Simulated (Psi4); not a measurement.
# CH6B− (SMILES [H][B-]([H])([H])C): CCSD(T)/def2-TZVP

What is the energy change on altering one bond length of CH6B− at CCSD(T)/def2-TZVP? 

The calculation is run with Psi4 1.11.

1 further run of the same task is left out (set aside as unsound or not needed).

## (1) The molecule

CH6B−: 8 atoms, total charge -1, spin state singlet. As SMILES, `[H][B-]([H])([H])C`. The coordinates come from a GFN2-xTB relaxation.

Bond lengths: B1–C2 1.649 Å, C2–H3 1.096 Å, C2–H4 1.096 Å, C2–H5 1.096 Å, B1–H6 1.231 Å, B1–H7 1.231 Å, B1–H8 1.232 Å. Some angles: B1–C2–H3 112.2°, B1–C2–H4 112.2°, B1–C2–H5 112.2°, C2–B1–H6 110.2°, C2–B1–H7 110.2°, C2–B1–H8 110.2°, H3–C2–H4 106.6°, H3–C2–H5 106.6°, H4–C2–H5 106.6°, H6–B1–H7 108.7°.

## (2) A single-point energy at CCSD(T)/def2-TZVP

File run_ase.py:

```python
import numpy as np
from ase.calculators.psi4 import Psi4
from ase import Atoms

mol = Atoms(['B', 'C', 'H', 'H', 'H', 'H', 'H', 'H'], positions=[
    [-0.002120, 0.003030, -0.820260],
    [0.002160, -0.002850, 0.828840],
    [-1.010180, 0.041900, 1.245300],
    [0.550190, 0.849940, 1.244930],
    [0.469650, -0.905360, 1.238890],
    [1.151450, -0.035240, -1.249110],
    [-0.546150, 1.024230, -1.240270],
    [-0.615010, -0.975650, -1.248310],
])
calc = Psi4(atoms=mol, method='ccsd(t)', basis='def2-TZVP', memory='1600MB', num_threads=1, charge=-1, multiplicity=1, label='calc')
calc.psi4.set_options({'puream': True, 'e_convergence': 1e-09, 'd_convergence': 1e-08, 'scf_type': 'pk', 'num_frozen_docc': 2})
mol.calc = calc

print(f'energy: {mol.get_potential_energy():.6f} eV')
```

Launch:

```console
$ python run_ase.py
```

calc.dat:

```text
[...]
  Running in c1 symmetry.
[...]
  Nuclear repulsion =   35.575081270040862
[...]
  Multiplicity = 1
[...]
  Nalpha       = 9
  Nbeta        = 9
[...]
    Number of basis functions: 98
[...]
   @RHF iter   1:   -65.86585422816316   -6.51366e-01   5.27694e-03 DIIS/ADIIS
[...]
   @RHF iter  10:   -66.04147219586314   -6.02540e-12   3.53141e-09 DIIS
[...]
    Orbital Energies [Eh]
    ---------------------
    Doubly Occupied:
       1A    -10.979185     2A     -7.290729     3A     -0.714134
       4A     -0.436372     5A     -0.333829     6A     -0.333693
       7A     -0.196491     8A     -0.182568     9A     -0.182472
[...]
  @RHF Final Energy:   -66.04147219586314
   => Energetics <=
    Nuclear Repulsion Energy =             35.5750812700408616
    One-Electron Energy =                -161.9341565121736721
    Two-Electron Energy =                  60.3176030462696673
    Total Energy =                        -66.0414721958631361
[...]
 Multipole Moments:
 ------------------------------------------------------------------------------------
     Multipole            Electronic (a.u.)      Nuclear  (a.u.)        Total (a.u.)
 ------------------------------------------------------------------------------------
 L = 1.  Multiply by 2.5417464519 to convert [e a0] to [Debye]
 Dipole X            :          0.0016843            0.0015682            0.0032525
 Dipole Y            :         -0.0013660           -0.0028938           -0.0042598
 Dipole Z            :          0.7381859            0.6284075            1.3665934
 Magnitude           :                                                    1.3666039
[...]
      * MP2 total energy                      =  -66.365411904291292
[...]
      * CCSD total energy                     =  -66.402612249766335
[...]
      * CCSD(T) total energy                  =  -66.414639245001624
```

On the terminal:

```text
Memory set to   1.490 GiB by Python driver.
  Threads set to 1 by Python driver.

  Memory set to   1.490 GiB by Python driver.
  Threads set to 1 by Python driver.
energy: -1807.234386 eV
```

It took 20 s on 1 thread of Intel Xeon 6975P-C (Granite Rapids), shared host; peak memory 1.2 GiB.

## (3) The distorted shape at the same level

File job.py:

```python
import psi4

psi4.set_memory('1600 MB')
psi4.set_num_threads(1)
psi4.set_output_file('run.log', False)

m = psi4.geometry("""
-1 1
B      0.488211     0.786005    -0.477806
C      0.492491     0.780125     1.171294
H     -0.519849     0.824875     1.587754
H      1.040521     1.632915     1.587384
H      0.959981    -0.122385     1.581344
H      1.641781     0.747735    -0.906656
H     -0.055819     1.807205    -0.897816
H     -0.615010    -0.975650    -1.248310
units angstrom
symmetry c1
""")

psi4.set_options({
    'basis': 'def2-TZVP',
    'reference': 'rhf',
    'puream': True,
    'e_convergence': 1e-09,
    'd_convergence': 1e-08,
    'scf_type': 'pk',
    'num_frozen_docc': 2,
})

e_tot = psi4.energy("ccsd(t)")
print(f'ccsd(t) energy: {e_tot:.10f} Eh')
```

Launch:

```console
$ python job.py
```

run.log:

```text
[...]
  Running in c1 symmetry.
[...]
  Nuclear repulsion =   34.012621059579203
[...]
  Multiplicity = 1
[...]
  Nalpha       = 9
  Nbeta        = 9
[...]
    Number of basis functions: 98
[...]
   @RHF iter   1:   -65.78763750536532   -8.01709e-01   5.02854e-03 ADIIS/DIIS
[...]
   @RHF iter  11:   -65.96855252628930   -4.36273e-12   4.24719e-09 DIIS
[...]
    Orbital Energies [Eh]
    ---------------------
    Doubly Occupied:
       1A    -11.017298     2A     -7.401535     3A     -0.751225
       4A     -0.457695     5A     -0.369113     6A     -0.362999
       7A     -0.246129     8A     -0.236497     9A     -0.100434
[...]
  @RHF Final Energy:   -65.96855252628930
   => Energetics <=
    Nuclear Repulsion Energy =             34.0126210595792031
    One-Electron Energy =                -158.0764979423669843
    Two-Electron Energy =                  58.0953243564984803
    Total Energy =                        -65.9685525262893009
[...]
 Multipole Moments:
 ------------------------------------------------------------------------------------
     Multipole            Electronic (a.u.)      Nuclear  (a.u.)        Total (a.u.)
 ------------------------------------------------------------------------------------
 L = 1.  Multiply by 2.5417464519 to convert [e a0] to [Debye]
 Dipole X            :          1.3148302           -0.3786584            0.9361718
 Dipole Y            :          2.0933041           -0.6100509            1.4832532
 Dipole Z            :          1.7913386            0.3628519            2.1541906
 Magnitude           :                                                    2.7779479
[...]
      * MP2 total energy                      =  -66.281052260709345
[...]
      * CCSD total energy                     =  -66.323965864695865
[...]
      * CCSD(T) total energy                  =  -66.336849603869865
```

The script printed:

```text
Memory set to   1.490 GiB by Python driver.
  Threads set to 1 by Python driver.
ccsd(t) energy: -66.3368496039 Eh
```

It took 20 s on 1 thread of Intel Xeon 6975P-C (Granite Rapids), shared host; peak memory 1.1 GiB.

## (4) Outcome

Level: CCSD(T)/def2-TZVP, 2 core orbitals frozen.

| quantity | value |
| --- | --- |
| first shape: total energy | -66.41464 Eh |
| first shape: HOMO energy (Hartree–Fock orbitals) | -4.97 eV |
| first shape: LUMO energy (Hartree–Fock orbitals) | 8.06 eV |
| first shape: HOMO–LUMO gap (to an unbound level, set by the basis) | 13.03 eV |
| first shape: correlation energy (2 core orbitals frozen) | -373.2 mEh |
| first shape: (T) correction | -12.03 mEh |
| first shape: T1 diagnostic | 0.010 |
| distorted shape: total energy | -66.33685 Eh |
| distorted shape: HOMO energy (Hartree–Fock orbitals) | -2.73 eV |
| distorted shape: LUMO energy (Hartree–Fock orbitals) | 7.58 eV |
| distorted shape: HOMO–LUMO gap (to an unbound level, set by the basis) | 10.31 eV |
| distorted shape: correlation energy (2 core orbitals frozen) | -368.3 mEh |
| distorted shape: (T) correction | -12.88 mEh |
| distorted shape: T1 diagnostic | 0.024 |
| energy change with the B1–H8 bond stretched from 1.232 to 2.217 Å | 2.117 eV |

In words: With the B1–H8 bond stretched from 1.232 to 2.217 Å the energy rises by 2.12 eV (204 kJ/mol). The first shape isn't relaxed at this level, so the change isn't measured from a minimum. The triples (first shape) make up 3.2 % of the correlation energy. The T1 diagnostic (distorted shape) of 0.024 is above the customary mark for such species, so a single reference may not serve. The triples (distorted shape) make up 3.5 % of the correlation energy.
